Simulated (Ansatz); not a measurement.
**AlBH₄ (singlet): the correlation ladder at distance B1–Al2 = 3.022 Å, cc-pVDZ**

The task here is to estimate one member of a computed series from the others.

Program: Ansatz 0.2.0, Gaussian basis. Level of theory: cc-pVDZ, core rule «outside noble gas», up to 6 orbitals frozen. These are calculated values, not measurements.

To be run: UHF; CCSD(T) on RHF; CCSD(T) on UHF; BCCD(T) on RHF; CISD; CCSDT(Q) on RHF; CCSDT(Q) on UHF; CCSDTQ on RHF; CASSCF and MRCISD+Q, 2 electrons in 2 orbitals; CASSCF and NEVPT2, 2 electrons in 2 orbitals.

8 further runs of the same task are left out: 8 for a known fault of the program.

### The geometry

The geometry derives from a PBE0/def2-TZVP stationary point (not a proven minimum). One bond is set to the value named and the two fragments are kept rigid.

6 atoms, charge 0, spin multiplicity 1.

Atoms are counted from 1 here; the program's logs count them from 0.

Bond lengths: B1–H3 1.199 Å, B1–H4 1.199 Å, Al2–H5 1.593 Å, Al2–H6 1.593 Å. Angles: H3–B1–H4 115.2°, H5–Al2–H6 116.8°.

The first run:

The input, in.yaml:

```yaml
crystal:
  periodic: [false, false, false]
  atoms:
    - {symbol: B, position_ang: [0.000000, 0.000000, 2.104457]}
    - {symbol: Al, position_ang: [0.000000, 0.000000, -0.917543]}
    - {symbol: H, position_ang: [0.000000, 1.012208, 2.747271]}
    - {symbol: H, position_ang: [0.000000, -1.012208, 2.747271]}
    - {symbol: H, position_ang: [0.000000, 1.356810, -1.752460]}
    - {symbol: H, position_ang: [0.000000, -1.356810, -1.752460]}
basis:
  gaussian: {orbitals: cc-pVDZ}
magnetization: {spin_polarized: true, initial_magnetization: 0}
hamiltonian: {xc: hf}
output: {orbitals: {seedname: orbitals}}
```

Run with:

```console
ansatz run in.yaml --threads 1 --pin off --events-out ev --progress --plain --max-ram 4096MiB --backend cpu
```

Steps of the session up to this table: UHF; CCSD(T) on RHF; CCSD(T) on UHF; BCCD(T) on RHF; CISD; CCSDT(Q) on RHF; CCSDT(Q) on UHF; CCSDTQ on RHF; CASSCF and MRCISD+Q, 2 electrons in 2 orbitals; CASSCF and NEVPT2, 2 electrons in 2 orbitals.

One of the session's tables, all rows but one given; the rest of the session is left out.

```
       method  from RCCSDTQ (meV)
          RHF             +5444.2
          UHF             +5423.3
         RMP2             +1337.7
         CISD              +598.3
        RCCSD              +170.5
     RCCSD(T)                   ?
      BCCD(T)               +42.4
       RCCSDT                +8.1
    RCCSDT(Q)                +1.4
      RCCSDTQ                   0
  CASSCF pair             +4745.1
  NEVPT2 pair             +1198.9
  MRCISD pair              +416.5
MRCISD+Q pair               +12.0
```

Estimate the missing values for RCCSD(T).

As computed: from RCCSDTQ (meV): +42.9. In the column «from RCCSDTQ (meV)» it lies between BCCD(T) (+42.4) and RCCSD (+170.5).
